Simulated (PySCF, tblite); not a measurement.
# methyl silane (CH6Si): isotopologues and vibrational averages

Aim: rotational constants, zero-point energies and shieldings of isotopologues of methyl silane (CH6Si) (`C[SiH3]`).

Programs: PySCF 2.14.0 with density-fitted response routines of our own, and tblite 0.8.0. All values are computed, except where a source is named. Atoms count from 0 throughout.

## 1. The starting structure

8 atoms, charge 0, multiplicity 1; geometry from: force field or distance geometry start.

Bonds of the start (Å): C0–H2 1.13, C0–H3 1.14, C0–H4 1.15, C0–Si1 1.83, Si1–H5 1.44, Si1–H6 1.51, Si1–H7 1.44.

## 2. GFN2-xTB relaxation, lowest of a short conformer search

Job settings and geometry (Å):

```
{"job": {"xc": "GFN2-xTB", "basis": "xTB", "kind": "relax"}, "charge": 0, "multiplicity": 1}
C     -0.963200     0.041800     0.010600
Si     0.857300     0.002600    -0.156600
H     -1.263400    -0.917300     0.521300
H     -1.476700     0.141100    -1.004800
H     -1.236200     0.906200     0.711000
H      1.444200     1.293400    -0.391100
H      1.314800    -0.393800     1.229300
H      1.359300    -1.036300    -1.017900
```

Run with:

```bash
$ OMP_NUM_THREADS=1 python ens_run.py task.json out
```

The driver reads the study from task.json and runs its stages one after another.

Output:

```text
step      E/eV     max force
  0    -187.98807    2.138
  1    -188.15557    0.949
  2    -188.21290    0.764
  3    -188.23175    0.617
  4    -188.25880    0.307
  5    -188.26346    0.224
  6    -188.26885    0.202
  7    -188.27236    0.301
  8    -188.27724    0.323
  9    -188.28108    0.226
 10    -188.28424    0.139
 11    -188.28622    0.110
 12    -188.28728    0.122
 13    -188.28787    0.074
 14    -188.28827    0.082
 15    -188.28874    0.090
 16    -188.28934    0.102
 17    -188.28988    0.092
 18    -188.29017    0.040
 19    -188.29029    0.032
 20    -188.29039    0.037
 21    -188.29054    0.059
 22    -188.29069    0.052
 23    -188.29076    0.022
 24    -188.29079    0.012
 25    -188.29080    0.011
 26    -188.29082    0.025
 27    -188.29088    0.045
 28    -188.29102    0.071
 29    -188.29128    0.092
 30    -188.29166    0.087
 31    -188.29207    0.068
 32    -188.29237    0.043
 33    -188.29248    0.034
 34    -188.29258    0.031
 35    -188.29263    0.018
 36    -188.29265    0.008
 37    -188.29266    0.008
 38    -188.29266    0.010
 39    -188.29267    0.008
 40    -188.29268    0.007
 41    -188.29269    0.004
```

It took 0.13 s on 1 thread of Arm Neoverse V1, shared host.

Gain 0.305 eV; displacement 0.13 Å root mean square.

## 3. Tight optimisation and Hessian

Job settings and geometry (Å):

```
{"job": {"xc": "PBE0", "basis": "pcSseg-1", "grid": 2, "temperatures": [300, 500], "kind": "geom"}, "charge": 0, "multiplicity": 1}
C     -0.977267     0.034935     0.035393
Si     0.915049    -0.023055    -0.056497
H     -1.385095    -0.913811     0.373683
H     -1.413346     0.252010    -0.935979
H     -1.315894     0.802498     0.726036
H      1.424433     1.272875    -0.511382
H      1.460891    -0.321995     1.269502
H      1.327458    -1.065808    -0.999017
```

Output:

```text
step   0  E = -9007.1773005 eV  max force = 0.99080
step   1  E = -9007.2063728 eV  max force = 0.10171
step   2  E = -9007.2072968 eV  max force = 0.02010
step   3  E = -9007.2073433 eV  max force = 0.00264
step   4  E = -9007.2073435 eV  max force = 0.00024
step   5  E = -9007.2073435 eV  max force = 0.00024
harmonic wavenumbers (cm-1): 200.3 515.5 515.7 702.5 884.3 884.4 940.1 959.5 959.6 1285.8 1453.5 1453.6 2242.8 2242.8 2244.8 3054.2 3146.4 3146.5
```

Run time: 96 s. Hardware: 1 thread of Arm Neoverse V1, shared host; peak memory 0.43 GiB.

## 4. Displacements along the modes, parent

Job settings and geometry (Å):

```
{"job": {"xc": "PBE0", "basis": "pcSseg-1", "grid": 2, "temperatures": [300, 500], "kind": "vib", "mass_numbers": [12, 28, 1, 1, 1, 1, 1, 1]}, "charge": 0, "multiplicity": 1}
C     -0.981590     0.035053     0.035634
Si     0.891813    -0.022541    -0.055403
H     -1.389420    -0.923693     0.375178
H     -1.417342     0.256088    -0.945230
H     -1.318781     0.809008     0.734281
H      1.436829     1.286282    -0.517961
H      1.474669    -0.324200     1.283738
H      1.340050    -1.078346    -1.008498
```

Output:

```text
mode    cm-1    km/mol   phi_rrr   E(+)/cm-1  E(-)/cm-1
  1    200.27     0.00       1.4      51.78      51.55
  2    515.51     8.83      -7.5      94.24      94.73
  3    515.68     8.82     -15.9      93.93      95.07
  4    702.51    11.08     201.0     133.92     119.56
  5    884.32    77.77       0.7     159.80     159.81
  6    884.40    77.47      -6.8     159.48     160.15
  7    940.08   223.77     -48.8     167.60     171.15
  8    959.47    41.37     -23.5     172.02     173.78
  9    959.62    41.34      69.6     175.45     170.37
 10   1285.77    24.97    -175.3     225.48     238.29
 11   1453.47     8.50     -59.7     259.54     263.88
 12   1453.64     8.52     -35.9     260.45     263.01
 13   2242.75   143.23     534.2     424.61     386.17
 14   2242.83   143.27    -126.2     400.77     409.87
 15   2244.75    66.42     691.7     429.93     380.14
 16   3054.22     3.29   -1048.8     513.71     589.15
 17   3146.40     2.39    -701.5     544.11     594.50
 18   3146.53     2.39     427.7     584.69     553.96
```

Run time: 96 s. Hardware: 1 thread of Arm Neoverse V1, shared host; peak memory 0.43 GiB.

## 5. Displacements along the modes, 13C at atom 0

Job settings and geometry (Å):

```
{"job": {"xc": "PBE0", "basis": "pcSseg-1", "grid": 2, "temperatures": [300, 500], "kind": "vib", "mass_numbers": [13, 28, 1, 1, 1, 1, 1, 1]}, "charge": 0, "multiplicity": 1}
C     -0.981590     0.035053     0.035634
Si     0.891813    -0.022541    -0.055403
H     -1.389420    -0.923693     0.375178
H     -1.417342     0.256088    -0.945230
H     -1.318781     0.809008     0.734281
H      1.436829     1.286282    -0.517961
H      1.474669    -0.324200     1.283738
H      1.340050    -1.078346    -1.008498
```

Output:

```text
mode    cm-1    km/mol   phi_rrr   E(+)/cm-1  E(-)/cm-1
  1    200.27     0.00       1.4      51.78      51.55
  2    515.46     8.77      -7.4      94.24      94.72
  3    515.63     8.77     -15.9      93.92      95.07
  4    688.39    11.01     197.8     131.25     117.13
  5    878.05    76.35       0.9     158.68     158.68
  6    878.13    76.07      -6.7     158.36     159.02
  7    940.08   223.72     -48.8     167.60     171.15
  8    959.40    42.36     -26.0     171.92     173.86
  9    959.55    42.34      68.7     175.41     170.39
 10   1275.64    23.32    -173.4     223.72     236.39
 11   1451.11     8.02     -59.5     259.12     263.44
 12   1451.27     8.03     -36.3     260.01     262.59
 13   2242.75   143.24     534.2     424.61     386.17
 14   2242.83   143.28    -126.2     400.77     409.87
 15   2244.75    66.40     691.7     429.93     380.14
 16   3050.76     3.55   -1047.3     513.14     588.47
 17   3135.06     2.67    -692.6     542.36     592.12
 18   3135.19     2.66     430.4     582.72     551.80
```

Run time: 97 s. Hardware: 1 thread of Arm Neoverse V1, shared host; peak memory 0.43 GiB.

## 6. Displacements along the modes, 2H at atom 5

Job settings and geometry (Å):

```
{"job": {"xc": "PBE0", "basis": "pcSseg-1", "grid": 2, "temperatures": [300, 500], "kind": "vib", "mass_numbers": [12, 28, 1, 1, 1, 2, 1, 1]}, "charge": 0, "multiplicity": 1}
C     -0.981590     0.035053     0.035634
Si     0.891813    -0.022541    -0.055403
H     -1.389420    -0.923693     0.375178
H     -1.417342     0.256088    -0.945230
H     -1.318781     0.809008     0.734281
H      1.436829     1.286282    -0.517961
H      1.474669    -0.324200     1.283738
H      1.340050    -1.078346    -1.008498
```

Output:

```text
mode    cm-1    km/mol   phi_rrr   E(+)/cm-1  E(-)/cm-1
  1    191.39     0.00      -2.9      53.80      54.00
  2    436.73     7.81     -20.5      78.97      80.45
  3    506.05    11.15       1.9      92.80      92.71
  4    697.90     5.11    -184.7     119.29     132.47
  5    806.85    61.00       0.4     145.46     145.31
  6    807.69    77.77     -11.7     145.46     146.25
  7    892.38    30.15      -0.3     161.15     161.09
  8    903.67   153.01       7.2     163.10     162.75
  9    954.99    82.22      80.0     175.01     169.32
 10   1285.57    23.14    -175.2     225.45     238.25
 11   1453.37     9.03     -52.1     259.80     263.58
 12   1453.58     8.94      46.4     263.38     260.06
 13   1613.11    69.25     748.0     318.85     265.09
 14   2242.65   144.64     106.6     409.16     401.47
 15   2244.04    93.19    -856.9     374.62     436.30
 16   3054.22     3.31   -1048.8     513.71     589.15
 17   3146.39     2.34     619.8     591.57     547.04
 18   3146.52     2.33     540.4     588.73     549.91
```

Wall time 97 s (1 thread of Arm Neoverse V1, shared host); peak memory 0.43 GiB.

## 7. Displacements along the modes, 2H at atom 5, 2H at atom 6, 2H at atom 7

Job settings and geometry (Å):

```
{"job": {"xc": "PBE0", "basis": "pcSseg-1", "grid": 2, "temperatures": [300, 500], "kind": "vib", "mass_numbers": [12, 28, 1, 1, 1, 2, 2, 2]}, "charge": 0, "multiplicity": 1}
C     -0.981590     0.035053     0.035634
Si     0.891813    -0.022541    -0.055403
H     -1.389420    -0.923693     0.375178
H     -1.417342     0.256088    -0.945230
H     -1.318781     0.809008     0.734281
H      1.436829     1.286282    -0.517961
H      1.474669    -0.324200     1.283738
H      1.340050    -1.078346    -1.008498
```

Output:

```text
mode    cm-1    km/mol   phi_rrr   E(+)/cm-1  E(-)/cm-1
  1    181.88     0.00       3.9      58.85      58.74
  2    410.78     7.37      -3.6      74.70      74.96
  3    410.92     7.38      13.4      75.34      74.36
  4    648.07    25.01     -46.6     115.09     118.35
  5    687.57    26.28     -31.8     122.71     125.05
  6    687.68    26.26      27.1     124.89     122.88
  7    739.67   118.43     122.2     137.66     128.92
  8    836.93    46.70      -1.6     151.73     151.78
  9    836.98    46.67      -5.4     151.61     151.92
 10   1285.21    20.11    -175.0     225.39     238.18
 11   1453.22     9.97      60.0     263.84     259.49
 12   1453.39     9.99      36.0     262.97     260.40
 13   1598.16    43.02     413.2     303.03     273.28
 14   1620.35    85.35     298.3     303.26     281.77
 15   1620.41    85.35      92.4     295.86     289.18
 16   3054.22     3.34   -1048.9     513.71     589.15
 17   3146.37     2.23     701.6     594.50     544.10
 18   3146.50     2.23     427.8     584.69     553.95
```

It took 98 s on 1 thread of Arm Neoverse V1, shared host; peak memory 0.43 GiB.

## 8. Displacements along the modes, 2H at atom 2

Job settings and geometry (Å):

```
{"job": {"xc": "PBE0", "basis": "pcSseg-1", "grid": 2, "temperatures": [300, 500], "kind": "vib", "mass_numbers": [12, 28, 2, 1, 1, 1, 1, 1]}, "charge": 0, "multiplicity": 1}
C     -0.981590     0.035053     0.035634
Si     0.891813    -0.022541    -0.055403
H     -1.389420    -0.923693     0.375178
H     -1.417342     0.256088    -0.945230
H     -1.318781     0.809008     0.734281
H      1.436829     1.286282    -0.517961
H      1.474669    -0.324200     1.283738
H      1.340050    -1.078346    -1.008498
```

Output:

```text
mode    cm-1    km/mol   phi_rrr   E(+)/cm-1  E(-)/cm-1
  1    184.21     0.00       0.4      42.98      43.20
  2    464.99     3.85     -12.5      84.75      85.71
  3    508.78     7.83      -1.7      93.27      93.47
  4    681.67    13.57    -162.7     117.10     128.73
  5    804.10    59.91      -8.1     144.76     145.19
  6    870.42    79.42       0.0     157.21     157.19
  7    939.90   221.98      48.3     171.10     167.59
  8    958.99    49.24     -67.7     170.42     175.20
  9    959.57    41.53     -26.7     171.94     173.89
 10   1196.37    31.40     112.9     220.21     211.87
 11   1260.63     1.87      -0.2     227.01     227.11
 12   1424.73    12.46      79.5     259.49     253.74
 13   2242.23   140.96     432.4     420.61     389.59
 14   2242.78   143.18      58.6     407.41     403.21
 15   2244.73    66.44     692.3     429.95     380.11
 16   2282.32     2.72    1186.4     456.36     371.15
 17   3088.06     2.90    1321.4     606.02     511.01
 18   3146.27     2.30      -7.2     569.03     569.54
```

It took 97 s on 1 thread of Arm Neoverse V1, shared host; peak memory 0.43 GiB.

## 9. Displacements along the modes, 30Si at atom 1

Job settings and geometry (Å):

```
{"job": {"xc": "PBE0", "basis": "pcSseg-1", "grid": 2, "temperatures": [300, 500], "kind": "vib", "mass_numbers": [12, 30, 1, 1, 1, 1, 1, 1]}, "charge": 0, "multiplicity": 1}
C     -0.981590     0.035053     0.035634
Si     0.891813    -0.022541    -0.055403
H     -1.389420    -0.923693     0.375178
H     -1.417342     0.256088    -0.945230
H     -1.318781     0.809008     0.734281
H      1.436829     1.286282    -0.517961
H      1.474669    -0.324200     1.283738
H      1.340050    -1.078346    -1.008498
```

Output:

```text
mode    cm-1    km/mol   phi_rrr   E(+)/cm-1  E(-)/cm-1
  1    200.27     0.00      -1.4      51.55      51.78
  2    514.93     8.96      -7.9      94.12      94.63
  3    515.11     8.96     -15.7      93.83      94.95
  4    695.82    12.31    -199.4     118.41     132.65
  5    882.07    78.99      -0.8     159.41     159.40
  6    882.15    78.71      -6.1     159.11     159.72
  7    937.08   220.09     -47.9     167.09     170.58
  8    958.81    39.38     -17.8     172.10     173.45
  9    958.96    39.34     -71.4     170.19     175.39
 10   1285.70    24.63     175.2     238.27     225.47
 11   1453.44     8.54      59.8     263.88     259.54
 12   1453.61     8.56      35.9     263.00     260.44
 13   2239.59   141.52     507.3     423.04     386.53
 14   2239.67   141.53     136.1     409.65     399.84
 15   2243.85    65.40     690.8     429.73     380.00
 16   3054.22     3.30   -1048.9     513.71     589.15
 17   3146.40     2.39    -701.5     544.11     594.50
 18   3146.52     2.39     427.7     584.69     553.96
```

Wall time 97 s (1 thread of Arm Neoverse V1, shared host); peak memory 0.43 GiB.

## 10. Displacements along the modes, 2H at atom 2, 2H at atom 3, 2H at atom 4

Job settings and geometry (Å):

```
{"job": {"xc": "PBE0", "basis": "pcSseg-1", "grid": 2, "temperatures": [300, 500], "kind": "vib", "mass_numbers": [12, 28, 2, 2, 2, 1, 1, 1]}, "charge": 0, "multiplicity": 1}
C     -0.981590     0.035053     0.035634
Si     0.891813    -0.022541    -0.055403
H     -1.389420    -0.923693     0.375178
H     -1.417342     0.256088    -0.945230
H     -1.318781     0.809008     0.734281
H      1.436829     1.286282    -0.517961
H      1.474669    -0.324200     1.283738
H      1.340050    -1.078346    -1.008498
```

Output:

```text
mode    cm-1    km/mol   phi_rrr   E(+)/cm-1  E(-)/cm-1
  1    164.61     0.00      -3.4      36.47      36.28
  2    441.43     2.60      -2.6      80.76      80.88
  3    441.55     2.60      11.4      81.24      80.43
  4    640.10     7.16     130.9     120.03     110.73
  5    774.86    65.02     -13.5     139.27     140.15
  6    774.98    64.86     -11.6     139.25     140.20
  7    936.63   187.36     -38.6     167.35     170.15
  8    958.19    51.62     -39.4     171.22     174.14
  9    958.34    51.64     -60.9     170.45     174.92
 10   1018.18    62.73    -123.5     179.02     188.02
 11   1050.04     4.35      36.3     190.40     187.77
 12   1050.17     4.35     -17.5     188.47     189.72
 13   2194.58     0.50     630.2     418.53     373.19
 14   2242.34   142.43    -522.6     386.49     424.10
 15   2242.42   142.46    -129.9     400.54     409.91
 16   2244.72    65.91    -691.3     380.14     429.90
 17   2330.10     1.25    -477.9     403.83     438.18
 18   2330.20     1.25    -230.7     412.73     429.31
```

Run time: 96 s. Hardware: 1 thread of Arm Neoverse V1, shared host; peak memory 0.43 GiB.

## 11. Vibrational averages by isotopologue

Job settings and geometry (Å):

```
{"job": {"xc": "PBE0", "basis": "pcSseg-1", "grid": 2, "temperatures": [300, 500], "kind": "iso"}, "charge": 0, "multiplicity": 1}
C     -0.981590     0.035053     0.035634
Si     0.891813    -0.022541    -0.055403
H     -1.389420    -0.923693     0.375178
H     -1.417342     0.256088    -0.945230
H     -1.318781     0.809008     0.734281
H      1.436829     1.286282    -0.517961
H      1.474669    -0.324200     1.283738
H      1.340050    -1.078346    -1.008498
```

Output:

```text
parent
  Be/MHz 55857.092 10886.455 10886.408
  B0/MHz 55393.907 10813.35 10813.536
  ZPE/cm-1 13416.1
  <sigma>(0 K)/ppm 191.712 418.098 30.596 30.596 30.596 27.070 27.070 27.070
13C at atom 0
  Be/MHz 55857.092 10525.861 10525.818
  B0/MHz 55394.539 10456.416 10456.59
  ZPE/cm-1 13382.1
  <sigma>(0 K)/ppm 191.721 418.102 30.598 30.598 30.598 27.070 27.070 27.071
2H at atom 5
  Be/MHz 46367.66 10584.657 10189.48
  B0/MHz 46026.179 10518.006 10121.866
  ZPE/cm-1 12918.5
  <sigma>(0 K)/ppm 191.802 418.400 30.600 30.601 30.600 27.145 27.078 27.078
2H at atom 5, 2H at atom 6, 2H at atom 7
  Be/MHz 33859.728 9539.092 9539.025
  B0/MHz 33648.86 9479.936 9480.084
  ZPE/cm-1 11909.1
  <sigma>(0 K)/ppm 191.974 418.999 30.609 30.609 30.609 27.163 27.163 27.163
2H at atom 2
  Be/MHz 50511.506 10265.527 10069.663
  B0/MHz 50110.2 10198.081 10003.84
  ZPE/cm-1 12750.4
  <sigma>(0 K)/ppm 191.986 418.185 30.716 30.614 30.614 27.075 27.074 27.074
30Si at atom 1
  Be/MHz 55857.092 10725.219 10725.174
  B0/MHz 55394.529 10653.789 10653.968
  ZPE/cm-1 13404.1
  <sigma>(0 K)/ppm 191.716 418.094 30.596 30.596 30.596 27.070 27.070 27.071
2H at atom 2, 2H at atom 3, 2H at atom 4
  Be/MHz 41412.367 9045.298 9045.261
  B0/MHz 41103.95 8987.889 8988.041
  ZPE/cm-1 11396.7
  <sigma>(0 K)/ppm 192.527 418.365 30.754 30.754 30.754 27.082 27.082 27.082
```

Wall time 13 min (1 thread of Arm Neoverse V1, shared host); peak memory 0.43 GiB. This counts the whole study up to here.

Rotational constants (MHz) at equilibrium and in the ground state:

| isotopologue | Be | B0 | zero-point change (cm⁻¹) |
| --- | --- | --- | --- |
| parent | 55857.1, 10886.5, 10886.4 | 55393.9, 10813.4, 10813.5 | 0.0 |
| 13C at atom 0 | 55857.1, 10525.9, 10525.8 | 55394.5, 10456.4, 10456.6 | -34.0 |
| 2H at atom 5 | 46367.7, 10584.7, 10189.5 | 46026.2, 10518.0, 10121.9 | -497.6 |
| 2H at atom 5, 2H at atom 6, 2H at atom 7 | 33859.7, 9539.1, 9539.0 | 33648.9, 9479.9, 9480.1 | -1507.0 |
| 2H at atom 2 | 50511.5, 10265.5, 10069.7 | 50110.2, 10198.1, 10003.8 | -665.7 |
| 30Si at atom 1 | 55857.1, 10725.2, 10725.2 | 55394.5, 10653.8, 10654.0 | -12.0 |
| 2H at atom 2, 2H at atom 3, 2H at atom 4 | 41412.4, 9045.3, 9045.3 | 41103.9, 8987.9, 8988.0 | -2019.4 |

Shieldings of the first species (ppm): at equilibrium, the vibrational parts at 0 K, and the averages:

| atom | equilibrium | anharmonic | harmonic | 0 K | 300 K | 500 K |
| --- | --- | --- | --- | --- | --- | --- |
| C0 | 195.71 | -0.15 | -3.85 | 191.71 | 192.02 | 192.29 |
| Si1 | 422.06 | -0.64 | -3.32 | 418.10 | 418.29 | 418.64 |
| H2 | 31.24 | 0.02 | -0.67 | 30.60 | 30.57 | 30.54 |
| H3 | 31.24 | 0.02 | -0.66 | 30.60 | 30.58 | 30.54 |
| H4 | 31.24 | 0.02 | -0.67 | 30.60 | 30.57 | 30.54 |
| H5 | 27.45 | -0.08 | -0.30 | 27.07 | 27.06 | 27.04 |
| H6 | 27.45 | -0.08 | -0.30 | 27.07 | 27.06 | 27.04 |
| H7 | 27.45 | -0.08 | -0.30 | 27.07 | 27.06 | 27.04 |

Isotope effects on the shieldings at 0 K (ppb; positive means more shielded):

| atom | 13C at atom 0 | 2H at atom 5 | 2H at atom 5, 2H at atom 6, 2H at atom 7 | 2H at atom 2 | 30Si at atom 1 | 2H at atom 2, 2H at atom 3, 2H at atom 4 |
| --- | --- | --- | --- | --- | --- | --- |
| C0 | 10 | 90 | 262 | 274 | 4 | 816 |
| Si1 | 3 | 302 | 900 | 87 | -4 | 267 |
| H2 | 2 | 4 | 13 | 120 | 0 | 159 |
| H3 | 2 | 5 | 13 | 18 | 0 | 158 |
| H4 | 2 | 4 | 13 | 18 | 0 | 159 |
| H5 | 0 | 75 | 93 | 5 | 0 | 12 |
| H6 | 0 | 8 | 93 | 4 | 0 | 12 |
| H7 | 0 | 8 | 93 | 4 | 0 | 12 |

## 12. Summary of results

| quantity | value |
| --- | --- |
| point group | C3v |
| B0 of the first species | 55393.9, 10813.4, 10813.5 MHz |
| zero-point energy | 13416 cm⁻¹ |
| zero-point change of σ(C0) | -4.00 ppm |

What this shows: Zero-point motion changes the shielding of C0 most, by -4.00 ppm. The largest secondary isotope effect is 900 ppb on Si1, 1 bond from the change (2H at atom 5, 2H at atom 6, 2H at atom 7). The job flags a low mode; perturbation theory is less sure for low modes. Internal rotors are held in one well.
